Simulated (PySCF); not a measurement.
Gas-phase XPS of 2-propanimine, computed

2-propanimine, C₃H₇N.
SMILES with atom numbers: `[CH3:1][C:2]([CH3:3])=[NH:4]`

Geometry (GFN2-xTB, Å), atoms numbered from 1 in this order:
```xyz
11
C3H7N angstrom
C      1.3364   -0.3380   -0.1536
C      0.0624    0.4210    0.0522
C     -1.1938   -0.4088    0.0334
N      0.1288    1.6649    0.2205
H      1.3178   -0.8470   -1.1155
H      1.4508   -1.0918    0.6230
H      2.1790    0.3454   -0.1221
H     -2.0770    0.2083    0.1885
H     -1.2845   -0.9211   -0.9230
H     -1.1499   -1.1656    0.8148
H     -0.7645    2.1353    0.3559
```

Method: delta-SCF UKS SCAN, pcX-2 on the ionised atom, pcseg-1 elsewhere, spin-free X2C (PySCF 2.14.0). Binding energies are ΔSCF values: E(core-ionised, relaxed orbitals) − E(ground state) at a fixed geometry, referred to the vacuum level.

Question: What binding energy does each computed site have?

Answer: 
```json
{"atom(s)": "N4", "environment": "imine nitrogen", "level": "N 1s", "binding energy (eV)": "404.11", "above the level's lowest (eV)": "0.00", "count": "1"}
{"atom(s)": "C2", "environment": "imine carbon", "level": "C 1s", "binding energy (eV)": "291.98", "above the level's lowest (eV)": "+1.28", "count": "1"}
{"atom(s)": "C3", "environment": "methyl carbon", "level": "C 1s", "binding energy (eV)": "290.99", "above the level's lowest (eV)": "+0.29", "count": "1"}
{"atom(s)": "C1", "environment": "methyl carbon", "level": "C 1s", "binding energy (eV)": "290.70", "above the level's lowest (eV)": "0.00", "count": "1"}
```

The listed C 1s values span 1.28 eV, from C1 (bonded to C and 3 H) to C2 (bonded to N (double bond) and 2 C). Summing the Pauling electronegativity differences to the bonded atoms, each weighted by its formal bond order, gives -1.05 for the lowest site and +0.98 for the highest; no listed site has a larger sum than the highest.

Question: What is the longest wavelength that can ionise C 1s of C2 vertically?

Answer: λ = hc/E = 12398.42 eV Å / 291.98 eV = 42.463 Å.

Spin contamination (⟨S²⟩ against 0.75 for a pure doublet) is marked for C 1s of C2 (0.87), which makes this value less certain. Isolated species at its GFN2-xTB geometry, gas phase.
